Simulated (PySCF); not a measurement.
NaH: one state, many levels of theory

State: ¹Σ⁺ (singlet), closed shell. Set-up: PySCF, no relativity, basis sets Na def2-SVPD, H def2-SVPD. De refers to Na + H in their ground configurations, without counterpoise correction. A positive dipole means Na(−)H(+).

```csv
Level,Re (Å),ωe (cm⁻¹),De (eV),μ (D),"CPU s a point (SCF and correlation, without the integrals)"
RHF,1.918,1174,0.90,-7.10,0.013
RHF-MP2,1.911,1163,1.58,n/a,0.019
RHF-SCS-MP2,1.911,1159,1.71,n/a,n/a
RHF-CCSD,1.920,1124,1.84,n/a,n/a
RHF-CCSD(T),1.919,1124,1.84,n/a,0.16
PBE,1.892,1139,1.85,-5.74,0.25
BLYP,1.887,1140,2.00,-5.61,0.17
r²SCAN,1.902,1151,1.88,-6.38,0.33
PBE0,1.888,1170,1.77,-6.19,0.39
B97-3,1.885,1184,1.91,-6.41,0.18
BHandHLYP,1.874,1206,1.86,-6.35,0.17
LC-ωPBE,1.880,1198,1.80,-6.70,0.27
```

Task: What are the measured Re and ωe, and which levels come closest?

Result: Re = 1.8874 Å and ωe = 1172.2 cm⁻¹ (Huber and Herzberg, Constants of Diatomic Molecules (1979)). Closest are BLYP for the length (off by 0.000 Å) and PBE0 for the frequency (off by -0.2 %).

```
      Level  error in Re (pm)  error in ωe (%)
        RHF               3.1              0.2
    RHF-MP2               2.3             -0.8
RHF-SCS-MP2               2.4             -1.2
   RHF-CCSD               3.2             -4.1
RHF-CCSD(T)               3.2             -4.1
        PBE               0.5             -2.8
       BLYP               0.0             -2.7
     r²SCAN               1.4             -1.8
       PBE0               0.0             -0.2
      B97-3              -0.3              1.0
  BHandHLYP              -1.4              2.9
    LC-ωPBE              -0.7              2.2
```

Correlated steps freeze 1 core orbital. Correlated levels converge slowly with the basis: in double zeta they bind strong bonds too weakly, by up to about 1 eV, and carry superposition errors of some tenths. Where the molecule has an RHF reference, its open-shell atoms are computed with UHF.

The whole job (state search and all levels along the bond) took about 0.47 min on 1 thread of Intel Xeon Platinum 8488C (shared host), peak memory 0.33 GiB.
